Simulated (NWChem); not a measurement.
**SiNH6S+ (SMILES [NH3+][SiH2]S) at 4 levels**

Aim: a comparison of 4 runs (HF/STO-3G, HF/3-21G, B3LYP/6-31G*) of SiNH6S+. 

The results are computed with NWChem 7.3.0.

## Step 1: Starting point

SiNH6S+: 9 atoms, total charge +1, spin state singlet. As SMILES, `[NH3+][SiH2]S`. The coordinates come from a GFN2-xTB relaxation. This is one conformer, not always the lowest.

Bond lengths: N1–Si2 1.928 Å, Si2–S3 2.117 Å, N1–H4 1.022 Å, N1–H5 1.023 Å, N1–H6 1.023 Å, Si2–H7 1.451 Å, Si2–H8 1.451 Å, S3–H9 1.323 Å. Some angles: N1–Si2–S3 96.3°, N1–Si2–H7 100.7°, N1–Si2–H8 100.7°, S3–Si2–H7 117.2°, S3–Si2–H8 117.3°, Si2–N1–H4 112.5°, Si2–N1–H5 111.2°, Si2–N1–H6 111.2°, Si2–S3–H9 98.6°, H7–Si2–H8 117.9°.

## Step 2: Energy and forces at HF/STO-3G (run 1)

File m1.nw:

```
start m1
title "H6NSSi"
memory total 2200 mb
charge 1
geometry noautosym nocenter noautoz
N       -0.502730       0.884910      -0.719410
Si       0.103370      -0.784330       0.030640
S        0.987140       0.046230       1.765330
H       -0.985150       0.760000      -1.611420
H        0.279850       1.524020      -0.878820
H       -1.147040       1.363230      -0.084930
H        0.997980      -1.241660      -1.016740
H       -1.159490      -1.480010       0.195700
H        1.426070      -1.072390       2.319650
end
basis spherical bse
N library STO-3G
Si library STO-3G
S library STO-3G
H library STO-3G
end
scf
nopen 0
rhf
thresh 1e-08
maxiter 80
print low
end
task scf gradient
```

On the command line:

```sh
nwchem m1.nw > m1.out
```

What it wrote:

```text
[...]
  functions       =    29
[...]
  wavefunction    = RHF
[...]
         Total SCF energy =   -735.902058863110
      One-electron energy =  -1333.716623703759
      Two-electron energy =    436.374256258274
 Nuclear repulsion energy =    161.440308582374
        Time for solution =      1.1s
[...]
                         RHF ENERGY GRADIENTS
    atom               coordinates                        gradient
                 x          y          z           x          y          z
   1 N      -0.950022   1.672237  -1.359488   -0.012443   0.036173  -0.015246
   2 Si      0.195341  -1.482169   0.057901    0.003901  -0.014744   0.004209
   3 S       1.865424   0.087362   3.335990    0.001988  -0.004052   0.002647
   4 H      -1.861664   1.436192  -3.045142    0.007448  -0.001355   0.013147
   5 H       0.528840   2.879980  -1.660729   -0.008905  -0.010109   0.004275
   6 H      -2.167591   2.576131  -0.160494    0.009788  -0.007922  -0.006157
   7 H       1.885909  -2.346397  -1.921360    0.012147  -0.000943  -0.009340
   8 H      -2.191118  -2.796813   0.369819   -0.013826  -0.003786   0.005272
   9 H       2.694882  -2.026523   4.383503   -0.000099   0.006738   0.001193
 Task  times  cpu:        1.5s     wall:        1.5s
[...]
```

Wall time 2.1 s (1 thread of Intel Xeon 6975P-C (Granite Rapids), shared host); peak memory 0.096 GiB.

## Step 3: Energy and forces at HF/3-21G (run 2)

File a.nw:

```
start a
memory total 2200 mb
charge 1

geometry noautosym nocenter noautoz
   N     -0.502730     0.884910    -0.719410
   Si     0.103370    -0.784330     0.030640
   S      0.987140     0.046230     1.765330
   H     -0.985150     0.760000    -1.611420
   H      0.279850     1.524020    -0.878820
   H     -1.147040     1.363230    -0.084930
   H      0.997980    -1.241660    -1.016740
   H     -1.159490    -1.480010     0.195700
   H      1.426070    -1.072390     2.319650
end

basis spherical bse
   N library 3-21G
   Si library 3-21G
   S library 3-21G
   H library 3-21G
end

scf
   thresh 1e-08
   maxiter 80
end

task scf gradient
```

On the command line:

```sh
nwchem a.nw > a.out
```

What it wrote:

```text
[...]
  functions       =    47
[...]
  wavefunction    = RHF
[...]
         Total SCF energy =   -740.391696372546
      One-electron energy =  -1335.783645689650
      Two-electron energy =    433.951640734730
 Nuclear repulsion energy =    161.440308582374
        Time for solution =      1.0s
[...]
                         RHF ENERGY GRADIENTS
    atom               coordinates                        gradient
                 x          y          z           x          y          z
   1 N      -0.950022   1.672237  -1.359488    0.000540  -0.003066   0.000185
   2 Si      0.195341  -1.482169   0.057901    0.015187  -0.004745   0.026168
   3 S       1.865424   0.087362   3.335990   -0.008249  -0.015161  -0.017726
   4 H      -1.861664   1.436192  -3.045142   -0.001027   0.000056  -0.001800
   5 H       0.528840   2.879980  -1.660729    0.001074   0.001593   0.000674
   6 H      -2.167591   2.576131  -0.160494   -0.000337   0.001499   0.001427
   7 H       1.885909  -2.346397  -1.921360   -0.003167   0.005194   0.003111
   8 H      -2.191118  -2.796813   0.369819    0.003422   0.005945  -0.000581
   9 H       2.694882  -2.026523   4.383503   -0.007443   0.008685  -0.011458
[...]
```

It took 2.1 s on 1 thread of Intel Xeon 6975P-C (Granite Rapids), shared host; peak memory 0.097 GiB.

Run 3 isn't shown in full; the table further down has it.

## Step 4: Energy and forces at B3LYP/6-31G(d) (Cartesian functions) (run 4)

File run.py:

```python
from ase import Atoms
from ase.calculators.nwchem import NWChem

molecule = Atoms(['N', 'Si', 'S', 'H', 'H', 'H', 'H', 'H', 'H'], positions=[
    [-0.502730, 0.884910, -0.719410],
    [0.103370, -0.784330, 0.030640],
    [0.987140, 0.046230, 1.765330],
    [-0.985150, 0.760000, -1.611420],
    [0.279850, 1.524020, -0.878820],
    [-1.147040, 1.363230, -0.084930],
    [0.997980, -1.241660, -1.016740],
    [-1.159490, -1.480010, 0.195700],
    [1.426070, -1.072390, 2.319650],
])

calc = NWChem(
    label='h6nssi',
    theory='dft',
    memory='2200 mb',
    basis='6-31G*',
    charge=1,
    dft={'xc': 'b3lyp', 'mult': '1', 'grid': 'xfine', 'convergence': 'energy 1e-08', 'iterations': '100', 'mulliken': None},
)
molecule.calc = calc

forces = molecule.get_forces()
print(f"energy = {molecule.get_potential_energy():.6f} eV")
print("forces (eV/A):")
for s, f in zip(molecule.symbols, forces):
    print(f"{s:2s} {f[0]:10.5f} {f[1]:10.5f} {f[2]:10.5f}")
print("dipole (e A):", molecule.get_dipole_moment().round(4))
```

On the command line:

```sh
export ASE_NWCHEM_COMMAND="nwchem PREFIX.nwi > PREFIX.nwo"
python run.py
```

What it wrote:

```text
energy = -20295.101077 eV
forces (eV/A):
N     0.10757   -0.19998    0.16198
Si    0.11740    0.57788    0.31511
S    -0.16825    0.69970   -0.15550
H    -0.11287    0.00807   -0.20265
H     0.13920    0.14321   -0.10192
H    -0.17751    0.10475    0.07559
H     0.19664   -0.28771   -0.33949
H    -0.34185   -0.34818   -0.03780
H     0.23968   -0.69769    0.28462
dipole (e A): [-0.231   0.1663 -0.3783]
```

The calculator wrote h6nssi.nwi:

```
title "h6nssi"

permanent_dir h6nssi

scratch_dir h6nssi

start h6nssi

geometry units angstrom nocenter noautosym noautoz
  N  -5.0273000000000001e-01 8.8490999999999997e-01 -7.1940999999999999e-01
  Si 1.0337000000000000e-01 -7.8432999999999997e-01 3.0640000000000001e-02
  S  9.8714000000000002e-01 4.6230000000000000e-02 1.7653300000000001e+00
  H  -9.8514999999999997e-01 7.6000000000000001e-01 -1.6114200000000001e+00
  H  2.7984999999999999e-01 1.5240199999999999e+00 -8.7882000000000005e-01
  H  -1.1470400000000001e+00 1.3632299999999999e+00 -8.4930000000000005e-02
  H  9.9797999999999998e-01 -1.2416600000000000e+00 -1.0167400000000000e+00
  H  -1.1594899999999999e+00 -1.4800100000000000e+00 1.9570000000000001e-01
  H  1.4260699999999999e+00 -1.0723900000000000e+00 2.3196500000000002e+00
end

charge 1

memory 2200 mb

basis noprint
   * library 6-31G*
end

dft
  xc b3lyp
  mult 1
  grid xfine
  convergence energy 1e-08
  iterations 100
  mulliken
end

task dft gradient
```

h6nssi.nwo, shortened:

```text
[...]
         Total DFT energy =     -745.831214129043
[...]
  wavefunction    = closed shell
                         DFT ENERGY GRADIENTS
    atom               coordinates                        gradient
                 x          y          z           x          y          z
   1 N      -0.950022   1.672237  -1.359488   -0.002092   0.003889  -0.003150
   2 Si      0.195341  -1.482169   0.057901   -0.002283  -0.011238  -0.006128
   3 S       1.865424   0.087362   3.335990    0.003272  -0.013607   0.003024
[... 5 lines of this table left out ...]
   9 H       2.694882  -2.026523   4.383503   -0.004661   0.013568  -0.005535
[...]
```

It took 27 s on 1 thread of Intel Xeon 6975P-C (Granite Rapids), shared host; peak memory 0.13 GiB.

## Step 5: All runs side by side

```
run                               level  iteration cap  module  energy (Eh)  largest force (eV/Å)  wall time
  1                           HF/STO-3G             80     scf  -735.902059                 2.118      2.1 s
  2                            HF/3-21G             80     scf  -740.391696                 1.575      2.1 s
  3  B3LYP/6-31G* (spherical functions)            100     dft  -745.825494                 0.790       25 s
  4  B3LYP/6-31G* (Cartesian functions)            100     dft  -745.831214                 0.791       27 s
```

## Step 6: Summary of results

| quantity | value |
| --- | --- |
| run 4: total energy | -745.83121 Eh |
| run 4: HOMO energy | -12.00 eV |
| run 4: LUMO energy | -5.97 eV |
| run 4: HOMO–LUMO gap | 6.03 eV |
| run 4: largest force on an atom | 0.791 eV/Å |

In words: Over runs 2, 3, 4 the HOMO–LUMO gap runs from 6.03 eV (B3LYP/6-31G*) to 12.86 eV (HF/3-21G). The two ends differ in method and basis. In run 1 the basis is minimal, so the values are rough. All runs together took 56 s, the longest 27 s.
